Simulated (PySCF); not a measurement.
**Assignment exercise: C$_{2}$H$_{4}$F$_{2}$**

Geometry:
```json
{"atom": "C1", "x (Å)": "-0.548", "y (Å)": "-0.019", "z (Å)": "-0.563"}
{"atom": "C2", "x (Å)": "0.460", "y (Å)": "-0.022", "z (Å)": "0.545"}
{"atom": "F3", "x (Å)": "1.577", "y (Å)": "-0.700", "z (Å)": "0.165"}
{"atom": "F4", "x (Å)": "0.846", "y (Å)": "1.250", "z (Å)": "0.834"}
{"atom": "H5", "x (Å)": "-0.113", "y (Å)": "0.448", "z (Å)": "-1.447"}
{"atom": "H6", "x (Å)": "-0.837", "y (Å)": "-1.043", "z (Å)": "-0.802"}
{"atom": "H7", "x (Å)": "-1.432", "y (Å)": "0.540", "z (Å)": "-0.257"}
{"atom": "H8", "x (Å)": "0.101", "y (Å)": "-0.475", "z (Å)": "1.474"}
```

Computational details: J couplings at B3LYP/pcJ-2, PBE0-D3(BJ)/def2-TZVP structure, NMR shieldings at B97-2/pcSseg-2/GIAO, in PySCF (non-relativistic, no solvent, a single conformation, fast rotation and ring inversion assumed for equivalent nuclei).

Shifts are taken against calculated references (same method and geometry level): $^{13}$C (σref 185.38) and $^{1}$H (σref 31.64) vs TMS.

**Question.** Assign these signals to the numbered atoms. $^{13}$C{$^{1}$H} NMR (computed): δ 123.4 (CH, t, J = 302.5 Hz), 22.7 (CH3, t, J = 22.8 Hz).

**Answer.** 
123.4 → C2, sp3 CH bonded to 2 F: 2 electronegative neighbours deshield it
22.7 → C1, methyl carbon: a saturated carbon with 1 carbon neighbour and no heteroatom attached

**Question.** Assign these signals to the numbered atoms. $^{1}$H NMR (600 MHz, computed): δ 6.05 (tq, J = 65.2, 5.2 Hz, 1H), 1.42 (td, J = 20.9, 5.2 Hz, 3H).

**Answer.** 
```tsv
δ (ppm)	atoms	environment	reason
6.05	H8	hydrogen on an sp3 CH bonded to 2 F	its carbon carries F, hence the downfield position
1.42	H5/H6/H7	hydrogen on a methyl carbon	–
```

Common functionals overestimate the size of one-bond C–F couplings by tens of Hz; these are unscaled. Splittings below 1 Hz are ignored in the labels, and close J values are merged. Shifts are as computed. Against solution values, carbons near 30 ppm lie about +3 ppm off and those near 130 ppm about +7 ppm. Of 1211 compounds with measured shifts, 218 miss one by over three times the rms of a fit or turn the order of signals round; such compounds aren't used in these exercises.
